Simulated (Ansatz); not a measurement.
# C3H3F: up Jacob's ladder to CCSD(T)

How much do the methods differ for C3H3F? The plan is to run it at one geometry with functionals of several rungs and with coupled cluster, and see how far each lands from CCSD(T) at the basis-set limit for the atomisation energy.

Computed with Ansatz 0.2.0, Gaussian basis. Level: functionals in def2-TZVPP, the program's frozen cores in correlated methods.

Plan: LDA (SPW92), PBE-D4, revPBE-D4, BLYP-D4, r2SCAN-D4, B97M-V, PBE0-D4, B3LYP-D4, r2SCANh-D4, r2SCAN0-D4, HSE06-D4, BHLYP-D4, CAM-B3LYP-D4, LC-ωPBE, ωB97X-V, ωB97M-V, B2PLYP, PBE-QIDH; CCSD(T)/def2-SVP; CCSD(T)/def2-TZVPP; MP2/def2-QZVPP; extrapolation to the limit; RPA on PBE.

**1. The relaxed structure**

An earlier PBE0-D4 in a triple-zeta def2 set relaxation fixed the geometry.

SMILES `FC1C=C1`, 7 atoms, charge 0, spin multiplicity 1.

Atoms are counted from 1 here; the program's logs count them from 0.

Bond lengths: F1–C2 1.387 Å, C2–C3 1.459 Å, C2–C4 1.459 Å, C2–H5 1.087 Å, C3–C4 1.300 Å, C3–H6 1.077 Å, C4–H7 1.077 Å. Angles: F1–C2–C3 118.4°, F1–C2–C4 118.4°, F1–C2–H5 108.2°, C3–C2–C4 52.9°, C3–C2–H5 124.9°, C4–C2–H5 124.9°, C2–C3–C4 63.5°, C2–C3–H6 147.0°, C4–C3–H6 149.4°, C2–C4–C3 63.5°, C2–C4–H7 147.0°, C3–C4–H7 149.4°.

**2. LDA**

This LDA is Slater exchange with PW92 correlation.

The input, in.yaml:

```yaml
crystal:
  periodic: [false, false, false]
  atoms:
    - {symbol: F, position_ang: [-1.530436, -0.981062, 0.010749]}
    - {symbol: C, position_ang: [-0.518892, -0.149288, -0.446066]}
    - {symbol: C, position_ang: [0.182627, 0.686855, 0.522154]}
    - {symbol: C, position_ang: [0.830144, -0.347150, 0.073235]}
    - {symbol: H, position_ang: [-0.755271, 0.145208, -1.465326]}
    - {symbol: H, position_ang: [0.140947, 1.543328, 1.174509]}
    - {symbol: H, position_ang: [1.712182, -0.965789, 0.085146]}
basis:
  gaussian: {orbitals: def2-TZVPP}
hamiltonian: {xc: lda}
output: {orbitals: {seedname: orbitals}}
```

Launch:

```
ansatz run in.yaml --threads 2 --pin off --events-out ev --progress --plain --max-ram 4352MiB
```

Further steps of the session: PBE-D4 (GGA); revPBE-D4 (GGA); BLYP-D4 (GGA); r2SCAN-D4 (meta-GGA); B97M-V (meta-GGA); PBE0-D4 (hybrid); B3LYP-D4 (hybrid); r2SCANh-D4 (hybrid); r2SCAN0-D4 (hybrid); HSE06-D4 (hybrid); BHLYP-D4 (hybrid); CAM-B3LYP-D4 (range-separated); LC-ωPBE (range-separated); ωB97X-V (range-separated); ωB97M-V (range-separated); B2PLYP (double hybrid); PBE-QIDH (double hybrid); CCSD(T) in def2-SVP; CCSD(T) in def2-TZVPP; MP2 in def2-QZVPP; RPA on PBE orbitals.

Q: Predict the results of all the runs planned. Wanted: atomisation energy, CCSD(T)/CBS; farthest beyond LDA; mean size of error, GGA; mean size of error, meta-GGA; mean size of error, hybrid; mean size of error, range-separated; mean size of error, double hybrid; gap, smallest and largest; T1 diagnostic.

As calculated:

| quantity | value |
| --- | --- |
| atomisation energy, CCSD(T)/CBS | 2907.8 kJ/mol |
| functionals within 14.5 kJ/mol (0.5 %) | B3LYP-D4, r2SCANh-D4, PBE-QIDH |
| farthest beyond LDA | PBE-D4 (+134.1 kJ/mol) |
| mean size of error, GGA | 65.0 kJ/mol |
| mean size of error, meta-GGA | 24.0 kJ/mol |
| mean size of error, hybrid | 43.7 kJ/mol |
| mean size of error, range-separated | 23.9 kJ/mol |
| mean size of error, double hybrid | 13.5 kJ/mol |
| gap, smallest and largest | 5.35 eV (LDA (SPW92)), 13.26 eV (LC-ωPBE) |
| T1 diagnostic | 0.0110 |
| triples share of the correlation energy | 4.0 % |

**Reading.** LDA overbinds by 525.2 kJ/mol (18 %). PBE-D4 misses by +134.1 kJ/mol. Double hybrids carry the basis error of their MP2 part in triple zeta, and no dispersion term here, so their miss is partly the set-up's. Taken by rung, double hybrid functionals do best (13.5 kJ/mol on average) and GGA ones worst beyond LDA (65.0 kJ/mol). The reference freezes the cores and leaves out relativity and excitations past (T), so misses under about 14.5 kJ/mol can't be ranked. Hartree-Fock recovers 71 % of the binding; the rest is correlation. CCSD(T) in def2-SVP is off by -122.1 kJ/mol, so the small basis spoils what the method gains. The gap grows from 5.3 to 13.3 eV across the functionals, mostly with the share of exact exchange.
